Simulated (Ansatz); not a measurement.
Basis-set extrapolation for C₅H₈S, SMILES `C=CCSC=C` (PBE0-D4/def2-TZVP geometry, frozen core, Ansatz 0.2.0). Multiplicity 1, RHF reference.

```
                      def2-TZVPP   def2-QZVPP
                 HF  -591.561962  -591.581965
    MP2 correlation    -0.996377    -1.064161
CCSD(T) correlation    -1.102386      not run
```

Energies in hartree. Use E(X) = E(∞) + A·exp(−7.88·√X) for Hartree–Fock and E(X) = E(∞) + B·X^(−2.97) for correlation, with X = 3 and 4, and add CCSD(T) minus MP2 of the smaller set to the MP2 limit.

Q: What is the CCSD(T) energy at the basis-set limit?

A: HF limit: -591.581965 + (-0.020003) × 0.13774 = -591.58472. MP2 limit: -1.064161 + (-0.067784) × 0.74074 = -1.11437. Higher-order term: -1.102386 − (-0.996377) = -0.10601. Total: -592.80510 hartree, 369.5 kJ/mol below CCSD(T)/def2-TZVPP.
